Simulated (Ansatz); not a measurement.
Ideal-gas functions of BFH4Si (`FB[SiH3]`) at 400 K and 1 bar, from an Ansatz frequency run at PBE0-D4/def2-TZVP.

Molar mass 61.93 g/mol, point group C1 (symmetry number 1), electronic degeneracy 1, moments of inertia 14.085, 116.198, 124.458 u Å². Harmonic wavenumbers (cm⁻¹, unscaled): 55, 239, 428, 493, 674, 818, 881, 931, 941, 1109, 1322, 2208, 2213, 2231, 2574.

Use S(trans) = R[1.5 ln M + 2.5 ln T − 1.1517]; rotational temperatures θ = 24.2544 K / I; S(rot) = R[ln(√π/σ · √(T³/θAθBθC)) + 1.5]; for each mode x = 1.438777 ν̃/T, S = R[x/(eˣ − 1) − ln(1 − e⁻ˣ)] and H = RT x/(eˣ − 1); 1 cm⁻¹ = 0.0119627 kJ/mol; R = 8.31446 J/(mol·K).

Q: By hand: the entropy, in J/(mol·K).

A: Translation 166.4. Rotation: θ = 1.722, 0.2087, 0.1949 K, giving 103.0. Vibration, mode by mode: 21.80, 9.82, 5.50, 4.56, 2.73, 1.81, 1.51, 1.31, 1.27, 0.78, 0.42, 0.03, 0.03, 0.02, 0.01, in all 51.6. Electronic 0.0. Sum 321.0 J/(mol·K).

Q: By hand: H − E and G − E in kJ/mol, counted from the electronic energy.

A: Zero-point energy ½ × 17117 × 0.0119627 = 102.4; thermal vibration 10.7; translation, rotation and pV give 4 RT = 13.3. H − E = 126.4 kJ/mol, and G − E = 126.4 − 400 × 321.0/1000 = -2.0 kJ/mol.

Vibration gives 16 % of the entropy, 21.8 J/(mol·K) of it from the mode under 150 cm⁻¹: soft modes count most, and the harmonic formula is weakest for them. The sum counts one conformer and one mirror image; others add a mixing term.
